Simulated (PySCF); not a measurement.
## `CCC[C@H](C)S`, C₅H₁₂S

Molfile (atoms numbered from 1):
```
C5H12S
     RDKit          3D

 18 17  0  0  0  0  0  0  0  0999 V2000
    2.6030   -0.3071   -0.4342 C   0  0  0  0  0  0  0  0  0  0  0  0
    1.3939   -0.1729    0.4770 C   0  0  0  0  0  0  0  0  0  0  0  0
    0.0724   -0.2097   -0.2746 C   0  0  0  0  0  0  0  0  0  0  0  0
   -1.1714   -0.0222    0.5895 C   0  0  2  0  0  0  0  0  0  0  0  0
   -2.4570   -0.2767   -0.1801 C   0  0  0  0  0  0  0  0  0  0  0  0
   -1.2096    1.6062    1.4323 S   0  0  0  0  0  0  0  0  0  0  0  0
    3.5433   -0.2878    0.1370 H   0  0  0  0  0  0  0  0  0  0  0  0
    2.6439    0.5153   -1.1666 H   0  0  0  0  0  0  0  0  0  0  0  0
    2.5794   -1.2510   -1.0028 H   0  0  0  0  0  0  0  0  0  0  0  0
    1.4488    0.7692    1.0468 H   0  0  0  0  0  0  0  0  0  0  0  0
    1.4017   -0.9816    1.2293 H   0  0  0  0  0  0  0  0  0  0  0  0
    0.0720    0.5604   -1.0685 H   0  0  0  0  0  0  0  0  0  0  0  0
   -0.0244   -1.1780   -0.7997 H   0  0  0  0  0  0  0  0  0  0  0  0
   -1.1175   -0.7214    1.4425 H   0  0  0  0  0  0  0  0  0  0  0  0
   -3.3393   -0.1420    0.4610 H   0  0  0  0  0  0  0  0  0  0  0  0
   -2.4703   -1.3016   -0.5857 H   0  0  0  0  0  0  0  0  0  0  0  0
   -2.5468    0.4193   -1.0300 H   0  0  0  0  0  0  0  0  0  0  0  0
   -1.2974    2.3451    0.3035 H   0  0  0  0  0  0  0  0  0  0  0  0
  1  2  1  0
  2  3  1  0
  3  4  1  0
  4  5  1  0
  4  6  1  0
  1  7  1  0
  1  8  1  0
  1  9  1  0
  2 10  1  0
  2 11  1  0
  3 12  1  0
  3 13  1  0
  4 14  1  1
  5 15  1  0
  5 16  1  0
  5 17  1  0
  6 18  1  0
M  END
```

The calculation used quadratic response CAM-B3LYP/aug-cc-pVDZ first hyperpolarisability, Taylor convention, gas phase in PySCF 2.14.0. Geometry: PBE0-D3(BJ)/def2-SVP.

(1) Give the tensor of the second harmonic β(−2ω;ω,ω) at 1907 nm in the axes of these coordinates.

## Answers

(1) In au, Taylor convention; rows are the first index (the induced dipole):
```tsv
	xx	yy	zz	xy	xz	yz
x	+32.9	+17.7	+16.1	-39.9	-27.0	+13.8
y	-39.5	-25.5	-24.2	+17.7	+13.9	+9.2
z	-27.1	+9.0	+4.8	+13.9	+16.0	-24.0
```
Norm of βᵢ = ⅓ Σⱼ (βᵢⱼⱼ + βⱼᵢⱼ + βⱼⱼᵢ): 112.3 au, hyper-Rayleigh value 47.4 au.
